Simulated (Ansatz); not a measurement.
**CFSi− (SMILES FC#[Si-]): one structure at several levels**

The task here is to estimate one member of a computed series from the others.

The runs use Ansatz 0.2.0, Gaussian basis; single points in def2-TZVPPD.

Cores are frozen in the correlated methods.

## Starting geometry

SMILES `FC#[Si-]`, 3 atoms, charge -1, spin multiplicity 1.

Atoms are counted from 1 here; the program's logs count them from 0.

Bond lengths: F1–C2 1.465 Å, C2–Si3 1.587 Å. Angles: F1–C2–Si3 174.5°.

Coordinates:

```
F     0.1471    1.4639    0.2890
C    -0.0119    0.0347    0.0068
Si   -0.0722   -1.5384   -0.1968
```

The first run:

File run/in.yaml:

```yaml
crystal:
  periodic: [false, false, false]
  atoms:
    - {symbol: F, position_ang: [0.147100, 1.463900, 0.289000]}
    - {symbol: C, position_ang: [-0.011900, 0.034700, 0.006800]}
    - {symbol: Si, position_ang: [-0.072200, -1.538400, -0.196800]}
basis:
  gaussian: {orbitals: "def2-TZVPPD.json"}
total_charge: -1
correlation: {method: ccsd_t}
output: {forces: true}
```

The basis file named in the input lies beside it (Basis Set Exchange, JSON).

The command line of these runs was not kept.

Steps of the session up to this table: CCSD(T)/def2-TZVPPD; PBE0-D4/def2-TZVPPD; wB97M-V/def2-TZVPPD; r2SCAN-D4/def2-TZVPPD; PBE-D4/def2-TZVPPD; revPBE-D4/def2-TZVPPD; r2SCAN0-D4/def2-TZVPPD.

One table of the session follows, with a row left open; its other results are not shown here.

```
    method  RMS force component (eV/Å)  angle to CCSD(T) forces (°)
   CCSD(T)                       2.423                    reference
   PBE0-D4                       2.251                          8.1
   wB97M-V                           ?                            ?
 r2SCAN-D4                       2.241                          4.1
    PBE-D4                       2.273                          1.2
 revPBE-D4                       2.279                          3.2
r2SCAN0-D4                       2.244                         10.9
```

Q: Estimate the row for wB97M-V from the others.

As computed: RMS force component (eV/Å): 2.018; angle to CCSD(T) forces (°): 8.6. In the column «RMS force component (eV/Å)» it is the lowest.
